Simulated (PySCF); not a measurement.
Species: 2-methoxy-1-butene, `C=C(CC)OC`. The columns A, B, C and D hold Mulliken, IAO, Hirshfeld and ESP-fitted charges (e) of one PBE0/pcSseg-1 density (PySCF), in a shuffled order. Coordinates in Å (GFN2-xTB); the density's dipole moment is (0.62, 0.08, -0.26) D.

| atom | x | y | z | A | B | C | D |
| --- | --- | --- | --- | --- | --- | --- | --- |
| C1 | 0.453 | -1.375 | -0.782 | -0.167 | -0.448 | -0.702 | -0.208 |
| C2 | 0.112 | -0.446 | 0.102 | +0.082 | +0.217 | +0.252 | +0.023 |
| C3 | -1.293 | -0.263 | 0.609 | -0.071 | -0.262 | +0.032 | -0.187 |
| C4 | -1.995 | 0.872 | -0.138 | -0.118 | -0.414 | -0.138 | -0.275 |
| O5 | 0.944 | 0.484 | 0.655 | -0.104 | -0.335 | -0.233 | -0.478 |
| C6 | 2.286 | 0.498 | 0.240 | -0.034 | -0.206 | -0.186 | -0.034 |
| H7 | -0.286 | -2.061 | -1.152 | +0.040 | +0.155 | +0.229 | +0.111 |
| H8 | 1.449 | -1.499 | -1.165 | +0.033 | +0.145 | +0.221 | +0.108 |
| H9 | -1.850 | -1.192 | 0.483 | +0.045 | +0.143 | +0.033 | +0.123 |
| H10 | -1.249 | -0.019 | 1.672 | +0.041 | +0.150 | +0.016 | +0.130 |
| H11 | -1.440 | 1.799 | -0.015 | +0.037 | +0.145 | +0.045 | +0.120 |
| H12 | -2.058 | 0.644 | -1.199 | +0.036 | +0.141 | +0.046 | +0.112 |
| H13 | -3.001 | 1.015 | 0.249 | +0.041 | +0.140 | +0.037 | +0.114 |
| H14 | 2.762 | 1.312 | 0.784 | +0.053 | +0.162 | +0.122 | +0.127 |
| H15 | 2.788 | -0.444 | 0.483 | +0.043 | +0.134 | +0.110 | +0.108 |
| H16 | 2.369 | 0.682 | -0.836 | +0.042 | +0.134 | +0.119 | +0.107 |

Q: Which column most likely holds the ESP-fitted charges?

A: C. Σ q r misses the density's dipole by 0.03 D (C), 0.19 D (B), 0.51 D (A), 1.17 D (D). Charges fitted to the outside potential are the only set here that is tied to the molecule's multipoles.

Q: And the Hirshfeld charges?

A: A. The mean sizes are 0.062 e (A), 0.148 e (D), 0.157 e (C), 0.208 e (B), and Hirshfeld charges are commonly the smallest of these schemes.

As computed, A = Hirshfeld, B = IAO, C = ESP-fitted, D = Mulliken. Hydrogens on carbon: Hirshfeld +0.03 to +0.05, IAO +0.13 to +0.16, ESP-fitted +0.02 to +0.23, Mulliken +0.11 to +0.13 e.

The Hirshfeld scheme divides the density at each point in proportion to the densities of the neutral, spherically averaged free atoms. The IAO scheme projects the occupied orbitals on a minimal set of polarised atomic orbitals and counts the electrons in each atom's part of it.

One conformer (not necessarily the lowest) at the GFN2-xTB geometry, without solvent, vibrations or thermal averaging.

Shape of the structure used: `[CH2:1]=[C:2]([CH2:3][CH3:4])[O:5][CH3:6]`: C1–C2–C3–C4 -99°, C1–C2–O5–C6 2°.
